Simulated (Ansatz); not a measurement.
Bulk modulus (GPa) of solids drawn from the class of elemental solids other than molecular ones, at two levels: PBE (plane waves, PAW; Ansatz, a program for electronic structure), and PBE-D4 (plane waves, PAW; Ansatz).

```tsv
solid	PBE	PBE-D4	shift (%)
fcc Ir	347	378	+8.9
hcp Y	40.8	41.8	+2.5
fcc Pb	39.2	44.9	+14.5
hcp Tl	26.2	32.3	+23
hcp Re	364	384	+5.5
fcc Cu	141	164	+16.3
hcp Ti	112	115	+2.7
fcc Ag	91.5	110	+20
fcc Ni	197	217	+10.2
hcp Tc	300	317	+5.7
```

The shifts run from +2.5 % to +23 %, with a median of +9.5 %.

Of 10 rows, PBE-D4 is the larger in 10 and the smaller in 0.

Ansatz's runs of these crystals have no spin polarisation, but for fcc Ni.

Density-functional runs with spin start from parallel moments for fcc Ni.

Spin–orbit coupling is left out, also for the solids with elements from indium on (fcc Ir, fcc Pb, hcp Tl, hcp Re); its size isn't shown.

In Ansatz's fits of the non-cubic solids, shape and atoms are relaxed at each volume.

Each level is taken at its own relaxed cell. Caveats: the cell is over a tenth larger than the published one: the level's own overestimate first of all, though another phase or state, or a fault of the published cell, is possible (PBE: hcp Tl). Ansatz's density-functional and Hartree–Fock values are scalar-relativistic unless marked +SOC, with PAW data made under PBE.
